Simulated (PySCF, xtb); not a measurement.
C2H, multiplicity 2. Atoms are numbered in the order given.

```xyz
3

C      0.0000     0.0000     0.7283
C      0.0000     0.0000    -0.4720
H      0.0000     0.0000    -1.5381
```
Charge 0, spin multiplicity 2.

Geometry: PBE0-D3(BJ)/def2-TZVPD. The isomer is the one that the SMILES or the coordinates give; other isomers of the formula were not compared.

Method: C-PCM-M06-2X/def2-TZVPD (PySCF).

The values are the electrostatic part of the solvation free energy, E(continuum) − E(gas) at the gas-phase geometry, in a cavity of scaled van der Waals radii (PySCF's table); cavitation and dispersion terms are not included. The dipole moment in vacuum is 0.77 D.

Problem. Estimate the values in water (ε = 78.36), dichloromethane (ε = 8.93), tetrahydrofuran (ε = 7.43). (An estimate is asked for; the answer gives what the named calculation found.)

Solution. 
```csv
solvent,ε,ΔG(elec) (kcal/mol),dipole (D)
water,78.36,-2.3,1.02
dichloromethane,8.93,-2.1,0.99
tetrahydrofuran,7.43,-2.0,0.98
```

For comparison, GFN2-xTB/ALPB(water) (xtb, at the GFN2-xTB geometry, all terms of that model) gives -1.6 kcal/mol.
